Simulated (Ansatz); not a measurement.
# Worked example: OH⁺, triplet against OH, doublet

Geometry (PBE0/def2-TZVP stationary point of a doublet), kept for both states (OH, doublet: Π; OH⁺, triplet: Σ⁻):

| atom | x (Å) | y (Å) | z (Å) |
| --- | --- | --- | --- |
| O | 0.0000 | 0.0000 | 0.0000 |
| H | 0.0000 | 0.0000 | 0.9731 |

Basis cc-pVDZ; Ansatz 0.2.0. Only valence electrons are correlated (noble-gas cores frozen). Prefix R: restricted or restricted open-shell reference; prefix U: unrestricted.

Full CI is exact within this basis and frozen core; it isn't the basis-set limit. The frozen core follows each run's orbitals, which can shift R against U totals by a few meV.

```
   level  E(OH, doublet) (hartree)  E(OH⁺, triplet) (hartree)
     UHF                -75.393755                 -74.982088
    UMP2                -75.542844                 -75.088164
UCCSD(T)                -75.559317                 -75.107466
     PBE                -75.645020                 -75.172378
  r2SCAN                -75.695851                 -75.224058
 full CI                -75.559747                 -75.107642
```

Question: Give the vertical gap, OH⁺ triplet less OH doublet, at each level in eV (1 hartree = 27.2114 eV), and each error against full CI.

Answer: full CI: (-75.107642 − (-75.559747)) × 27.2114 = 12.302 eV (the reference)
r2SCAN: (-75.224058 − (-75.695851)) × 27.2114 = 12.838 eV, error 0.536 eV
PBE: (-75.172378 − (-75.645020)) × 27.2114 = 12.861 eV, error 0.559 eV
UCCSD(T): (-75.107466 − (-75.559317)) × 27.2114 = 12.295 eV, error -0.007 eV
UMP2: (-75.088164 − (-75.542844)) × 27.2114 = 12.372 eV, error 0.070 eV
UHF: (-74.982088 − (-75.393755)) × 27.2114 = 11.202 eV, error -1.100 eV

Total energies of functionals can't be set beside those of wave-function methods, since they hold the core's correlation and their own absolute errors; only the differences compare.

In so small a basis the reference is far from its limit while semilocal and hybrid functionals are nearer theirs, so the functionals' errors here hold much of the reference's basis and frozen-core error, which can add to them or hide them.

Each level lands on the state that its own search finds. T1 diagnostics of restricted CCSD: 0.011 and 0.017.
